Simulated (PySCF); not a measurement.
C4H3N: core ionisation energies

Propynyl isocyanide, C₄H₃N.
Geometry (GFN2-xTB, Å), atoms numbered from 1 in this order:
```
atom  x, y, z in Å
C1     3.558    0.356   -0.131
N2     2.403    0.241    0.033
C3     1.126    0.113    0.216
C4    -0.061   -0.005    0.385
C5    -1.479   -0.146    0.588
H6    -2.004    0.707    0.157
H7    -1.834   -1.059    0.109
H8    -1.700   -0.197    1.654
```

Computed with delta-SCF UKS SCAN, pcX-2 on the ionised atom, pcseg-1 elsewhere, spin-free X2C in PySCF. Binding energies are ΔSCF values: E(core-ionised, relaxed orbitals) − E(ground state) at a fixed geometry, referred to the vacuum level.

Question: What binding energy does each computed site have?

Answer: 
```csv
atom(s),bonded to,level,binding energy (eV),above the level's lowest (eV),count
N2,C (triple bond) and C,N 1s,407.30,0.00,1
C3,N and C (triple bond),C 1s,292.22,+1.02,1
C5,C and 3 H,C 1s,292.13,+0.93,1
C4,C (triple bond) and C,C 1s,291.20,0.00,1
```

Lowest listed C 1s: C4, bonded to C (triple bond) and C. Highest, 1.02 eV above it: C3, bonded to N and C (triple bond). The widest gap between neighbouring values is 0.93 eV, between 291.20 and 292.13 eV.

Question: Give the binding energy of C 1s of C4 in hartree and in kJ/mol.

Answer: 291.20 eV = 10.7014 Eh = 28097 kJ/mol.

Question: Which photon energy gives electrons from C 1s of C4 a kinetic energy of 20 eV, and what is their de Broglie wavelength?

Answer: hν = 291.20 + 20 = 311.20 eV, recoil neglected; λ = 12.264 Å/√(E/eV) = 2.74 Å.

The list is incomplete; no value stands for C 1s of C1 (hole states with ⟨S²⟩ of 1 or more are left out). Geometry: GFN2-xTB; no solvent, vibrations or thermal averaging.
